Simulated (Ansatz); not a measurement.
A run of Ansatz (development build ahead of 0.2.0) on doublet CNO at this shape:

```yaml
atoms:
  - { symbol: N, position_ang: [-0.0380, 0.0035, -0.0231] }
  - { symbol: C, position_ang: [0.2323, 0.5081, -1.0654] }
  - { symbol: O, position_ang: [0.5293, 0.8162, -2.1740] }
```

Its results:

* Converged: yes
* Total energy: -167.68394 hartree
* Spin squared of the determinant: 0.768
* Stability test: minimum

Forces (eV/Å):
```tsv
atom	Fx	Fy	Fz
N1	-0.728	-0.851	2.730
C2	0.885	0.554	-3.250
O3	-0.158	0.297	0.521
```

Which input gives this output? Name the method, the orbitals and the basis set, and write the input.

PBE0 (unrestricted) in def2-SVP.

```yaml
crystal:
  periodic: [false, false, false]
  atoms:
    - { symbol: "N", position_ang: [-0.03802, 0.00347, -0.02314] }
    - { symbol: C, position_ang: [0.23231, 0.50805, -1.06542] }
    - { symbol: O, position_ang: [0.52929, 0.81615, -2.17398] }
basis:
  gaussian: { orbitals: def2-SVP }
magnetization:
  spin_polarized: true
  initial_magnetization: 1
hamiltonian:
  xc: pbe0
output:
  forces: true
```
